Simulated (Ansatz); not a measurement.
Consider the atomization: `FC[C@@H]1O[C@H]1F` → 3 C• + 2 F• + 4 H• + O•.

Program: Ansatz. Geometries: PBE0-D4/def2-TZVP. ΔE: electronic, gas phase. CBS: MP2 limit from def2 TZ/QZ plus the TZ coupled-cluster correction, frozen cores. This one scheme is used for every species, atoms too. DFT in def2-TZVPP. B3LYP here is the variant with VWN-RPA as its local correlation; programs differ in this. Open shells (•) are unrestricted, without spin–orbit coupling. Spin–orbit coupling would lower the free atoms: a little for C, F, O. Each species was taken in one conformer, which may not be the lowest.

```json
{"level": "B3LYP-D4", "ΔE (kJ/mol)": "4036.9"}
{"level": "B2PLYP", "ΔE (kJ/mol)": "4008.2"}
{"level": "B3LYP", "ΔE (kJ/mol)": "4012.4"}
{"level": "MP2/def2-TZVPP", "ΔE (kJ/mol)": "4071.2"}
```

Question: What does CCSD(T)/CBS give? (Estimate.)

Answer: Ansatz gave: +4046.9 kJ/mol. The listed levels differ from it by -10.0, -38.7, -34.5, 24.3 kJ/mol.

Largest T1 diagnostic among the species: 0.012.

The D4 term adds +24.5 kJ/mol with B3LYP and +12.8 kJ/mol with PBE0; it sums over pairs of atoms, weighted by their polarisabilities, and B3LYP, whose exchange is more repulsive, gets the larger term. In def2-TZVPP, CCSD(T) changes the Hartree–Fock value by +1134.2 kJ/mol (the triples alone add +78.8 kJ/mol) and MP2 by +1267.6 kJ/mol; breaking electron pairs costs correlation energy, which Hartree–Fock lacks.

For atomizations the MP2-based limit and the directly extrapolated one differ by several kJ/mol either way, and by 10 to 25 for some Ge, Se and Sn compounds, so smaller differences from it don't rank the levels.
